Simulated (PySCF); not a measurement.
Structure problem from calculated spectra and properties.

Formula: C2H3O; charge +1.

| Item | Value |
| --- | --- |
| Rotational structure | rotational constants A, B, C: 151.706, 9.230, 9.230 GHz [PBE0-D3(BJ)/def2-SVP] |
| Polarisability | 21.9 au [wB97X-D/def2-SVPD] |
| Valence photoelectron | vertical ionisation energy: 22.13 eV [ΔSCF wB97X-D/def2-SVPD] |
| 13C NMR | chemical shifts (computed TMS as zero) by class: 157.8 (1 C), -2.3 (1 C) ppm [GIAO PBE/pcSseg-2] |
| Triplet | lowest triplet excitation (Tamm–Dancoff): 7.63 eV [TDA wB97X-D/def2-SVPD] |
| NMR, other nuclei | isotropic shieldings of nuclei other than C and H, by class: -31 (1 O) ppm [GIAO PBE/pcSseg-2] |
| UV, first state | lowest singlet excitation: 8.64 eV (144 nm, f = 0.000) [TDDFT wB97X-D/def2-SVPD] |
| Couplings | largest of the computed one-bond spin–spin couplings (means over like bonds): 13C–1H +158.5 (×3), 13C–13C +56.6, 17O–13C +0.1 Hz [B3LYP/pcJ-1] |
| 1H NMR | chemical shifts (computed TMS as zero) by class: 3.85 (3 H) ppm [GIAO PBE/pcSseg-2] |
| XPS | C1s 300.2, C1s 304.4, O1s 549.6 eV [ΔSCF SCAN, pcX-2 on the ionised atom, pcseg-1 elsewhere, spin-free X2C] |

Gas-phase values; electronic properties from PySCF, density fitting. Levels stand in brackets. Geometry: PBE0-D3(BJ)/def2-SVP; no solvent, vibrations or thermal averaging. NMR classes are plain means over equivalent atoms (diastereotopic ones count apart unless rotation or inversion swaps them), as if these changed places fast.

Task: Give a SMILES that accounts for the data.

Result: Numbering: `[CH3:1][C:2]#[O+:3]`. 2 carbons fall into 2 classes; from least to most shielded: triply bonded carbon [C2] (157.8 ppm), methyl carbon [C1] (-2.3 ppm). All hydrogens form one class (3.85 ppm): methyl hydrogen. The other shieldings belong to: -31 ppm, oxygen bonded to C [O3]. The couplings run between: +158.5 Hz, methyl carbon [C1] and its hydrogen (with 2 like pairs); +56.6 Hz, methyl carbon [C1] and triply bonded carbon [C2]; +0.1 Hz, oxygen bonded to C [O3] and triply bonded carbon [C2]. The core levels belong to: C1s 300.2 eV, methyl carbon [C1]; C1s 304.4 eV, triply bonded carbon [C2]; O1s 549.6 eV, oxygen bonded to C [O3]. The optimised geometry has point group C3v and is a prolate symmetric top. Structure: `CC#[O+]` (acetyl cation). The assignments are read from this structure; whether some other isomer fits the data as well wasn't checked.
